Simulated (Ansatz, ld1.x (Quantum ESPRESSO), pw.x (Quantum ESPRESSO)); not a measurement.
**What a changed setting does to a pw.x run (bcc Ir)**

Potential: norm-conserving Troullier–Martins (Kleinman–Bylander form), ld1.x (Quantum ESPRESSO) 7.5, PBEsol; core [Xe] 4f14, reference 5d7 6s2 6p0; waves: 6p (bound, empty): rc 3.55 bohr; 5d (bound): rc 1.50 bohr; 5f channel at 0.2 Ry: rc 3.55 bohr; 6s (bound): rc 2.25 bohr; local part: the s channel; core correction: a·sin(br)/r model core inside 1.05 bohr.

The reference run (k-mesh 15³, cutoffs 85/340 Ry, Fermi–Dirac 0.01 Ry, mixing_beta 0.4, conv_thr 1e-9, no spin) gives 2.95 GPa at 14.576 Å³/atom, where all-electron LAPW gives 0.36 GPa. This run, with its own iteration cap, changes mixing_beta to 0.05.

```
&control
  calculation='scf', prefix='x', pseudo_dir='./', outdir='./tmp', tstress=.true., disk_io='none'
/
&system
  ibrav=0, nat=1, ntyp=1, ecutwfc=85, ecutrho=340, nbnd=12,
  occupations='smearing', smearing='fd', degauss=0.01
/
&electrons
  conv_thr=1e-09, mixing_beta=0.05, electron_maxstep=50
/
ATOMIC_SPECIES
Ir 1.0 Ir.UPF
CELL_PARAMETERS angstrom
  -1.53883760 1.53883760 1.53883760
  1.53883760 -1.53883760 1.53883760
  1.53883760 1.53883760 -1.53883760
ATOMIC_POSITIONS crystal
Ir 0.0000 0.0000 0.0000
K_POINTS automatic
15 15 15 0 0 0
```

```bash
pw.x < Ir.scf.in > Ir.scf.out
```

Task: How does the run end?

Result: It converges in 12 iterations; the free energy moves by +0.0 meV/atom and the pressure by +0.00 GPa. The result is that of the reference run.

```
Message from routine setup:
     using ibrav=0 with symmetry is DISCOURAGED, use correct ibrav instead
     lattice parameter (alat)  =       5.0368  a.u.
     unit-cell volume          =      98.3637 (a.u.)^3
     number of electrons       =         9.00
     number of Kohn-Sham states=           12
     kinetic-energy cutoff     =      85.0000  Ry
     charge density cutoff     =     340.0000  Ry
     scf convergence threshold =      1.0E-09
     Exchange-correlation= PBESOL
     number of k points=   120  Fermi-Dirac smearing, width (Ry)=  0.0100
     iteration #  1     ecut=    85.00 Ry     beta= 0.05
     total energy              =     -65.89249433 Ry
     estimated scf accuracy    <       0.00884040 Ry
     iteration #  2     ecut=    85.00 Ry     beta= 0.05
     total energy              =     -65.88847429 Ry
     estimated scf accuracy    <       0.00734913 Ry
     iteration #  3     ecut=    85.00 Ry     beta= 0.05
     total energy              =     -65.88992855 Ry
     estimated scf accuracy    <       0.00016542 Ry
     [... 6 iterations left out ...]
     iteration # 10     ecut=    85.00 Ry     beta= 0.05
     total energy              =     -65.88994134 Ry
     estimated scf accuracy    <          8.3E-09 Ry
     iteration # 11     ecut=    85.00 Ry     beta= 0.05
     total energy              =     -65.88994134 Ry
     estimated scf accuracy    <          1.1E-09 Ry
     iteration # 12     ecut=    85.00 Ry     beta= 0.05
     the Fermi energy is    18.4254 ev
!    total energy              =     -65.88994134 Ry
     estimated scf accuracy    <          2.2E-10 Ry
     smearing contrib. (-TS)   =      -0.00922104 Ry
     The total energy is F=E-TS. E is the sum of the following terms:
     one-electron contribution =      18.18669052 Ry
     hartree contribution      =       2.10368919 Ry
     xc contribution           =     -35.48681990 Ry
     ewald contribution        =     -50.68428011 Ry
     convergence has been achieved in  12 iterations
          total   stress  (Ry/bohr**3)                   (kbar)     P=       29.51
     Message from routine punch:
     Nothing written, as per user request (disk_io='none')
```

The run took about 23 s on one core of a shared host (Neoverse-V2, 32 threads, 247 GiB, load 11).
